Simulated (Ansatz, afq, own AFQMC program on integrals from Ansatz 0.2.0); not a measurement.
**Atomization energy of BNH2, singlet**

```xyz
4

B     0.0000    0.0000    0.5713
N     0.0000    0.0000   -0.6613
H     0.0000    0.0000    1.7429
H     0.0000    0.0000   -1.6528
```

Connectivity, by distances: BH–NH.

Atoms in their ground-state spins without spin–orbit coupling (mostly on UHF) minus the molecule (RHF), without zero-point energy. The geometry is a stationary point, not shown to be a minimum.

Basis cc-pVDZ. Noble-gas cores (and the filled d shells of Ga–Kr and In–Xe) are frozen. Ansatz 0.2.0 and our own AFQMC program on the same integrals; the CISD trial comes from CCSD amplitudes, and released means the phaseless constraint is let go. Uncertainties: one standard error, sampling alone. The errors of all members are added in quadrature.

No full CI on the walks' own integrals is used here; CCSDT(Q) serves as the reference and is uncertain by about the last step of the cluster series. Each member takes its own surest rung, up to full CI.

The best estimate is CCSD(T) at the basis-set limit (CBS: def2-TZVPP and def2-QZVPP, with their diffuse functions for anions and beside diffuse sets, CCSD(T) itself extrapolated) plus the step from CCSD(T) to CCSDT(Q) in cc-pVDZ. Rows without CBS are in cc-pVDZ, the functionals in def2-TZVP; B2PLYP and the wave-function rows carry a basis error of their own. Core correlation and relativity beyond core potentials are missing, and ± holds the sampling alone.

Task: Estimate: order these levels by their error in the atomization energy against the best estimate, smallest first.
A. HF/CBS
B. B3LYP
C. PBE0
D. HF

Result: C (0.025 eV), B (0.215 eV), A (4.525 eV), D (4.934 eV).

Best estimate: 15.308 eV.

Best estimates are given only where the step beyond CCSD(T) is under 0.3 eV and no member's determinant is very poor (T1 over 0.05, or 0.07 for open shells, ⟨S²⟩ too high by 0.3, two states mixed), so the hardest cases are missing from such tables.

The functionals ran in a triple-zeta set and keep a basis error of their own, a few kJ/mol for each bond in atomization energies and more for double hybrids, so close places among them and the extrapolated levels can swap.

Each member of a difference takes its own highest rung, so a best estimate needn't equal the limit plus the step of one row. A walk keeps the symmetry of its determinant, which the program's search chose and which needn't be the lowest solution, so a lower state of the same spin and another symmetry isn't excluded.
